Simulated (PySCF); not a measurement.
# Solvent effects on NMR parameters

Cartesian coordinates in Å; atom numbers follow the order of the lines, from 1:
```xyz
18

C    -1.046    1.973    0.589
C    -0.815    0.672    0.767
C    -0.369   -0.295   -0.291
C    -1.426   -1.378   -0.503
C     0.990   -0.916    0.061
C     2.127    0.087    0.152
H    -1.378    2.615    1.409
H    -0.912    2.445   -0.390
H    -0.961    0.238    1.767
H    -0.251    0.268   -1.235
H    -2.395   -0.941   -0.787
H    -1.119   -2.079   -1.295
H    -1.579   -1.963    0.419
H     0.891   -1.462    1.017
H     1.227   -1.682   -0.697
H     3.078   -0.406    0.402
H     2.267    0.617   -0.804
H     1.929    0.851    0.920
```

GIAO PBE0/pcSseg-1 in PySCF on one PBE0-D3(BJ)/def2-SVP conformer, non-relativistic, equivalent nuclei averaged. Solvents enter as an IEF-PCM continuum (methanol with ε = 32.6) around the gas-phase geometry. Shifts are referred to TMS computed in the same medium.

Gas phase, δ in ppm: C2 154.4, C1 122.5, C3 45.1, C5 32.4, C4 24.5, C6 14.7, H9 5.60, H8 5.32, H7 5.28, H10 1.66, H15 1.27, H11/H12/H13 1.04, H14 0.93, H16/H17/H18 0.90. Dipole moment 0.32 D.

Task: How does each δ change in the continuum?

Result: 
| atoms | environment | Δδ, methanol |
| --- | --- | --- |
| C2 | alkene CH | +3.1 |
| C1 | terminal =CH2 carbon | +0.1 |
| C3 | allylic sp3 CH | +0.8 |
| C5 | sp3 CH2 | +0.2 |
| C4 | methyl carbon | +0.3 |
| C6 | methyl carbon | +0.5 |
| H9 | hydrogen on an alkene CH | +0.19 |
| H8 | hydrogen on a terminal =CH2 carbon | +0.07 |
| H7 | hydrogen on a terminal =CH2 carbon | +0.06 |
| H10 | hydrogen on an allylic sp3 CH | +0.08 |
| H15 | hydrogen on an sp3 CH2 | +0.04 |
| H11/H12/H13 | hydrogen on a methyl carbon | 0.00 |
| H14 | hydrogen on an sp3 CH2 | +0.06 |
| H16/H17/H18 | hydrogen on a methyl carbon | -0.04 |

Changes are relative to the gas phase. The dipole moment becomes 0.52 D in methanol.

Task: Which of the listed nuclei move most (in ppm), and what does the model miss?

Result: C2 (alkene CH, +3.1 ppm) in methanol. A continuum only polarises the solute; specific hydrogen bonds, the anisotropy of aromatic solvents and changes of geometry or conformer are outside it.
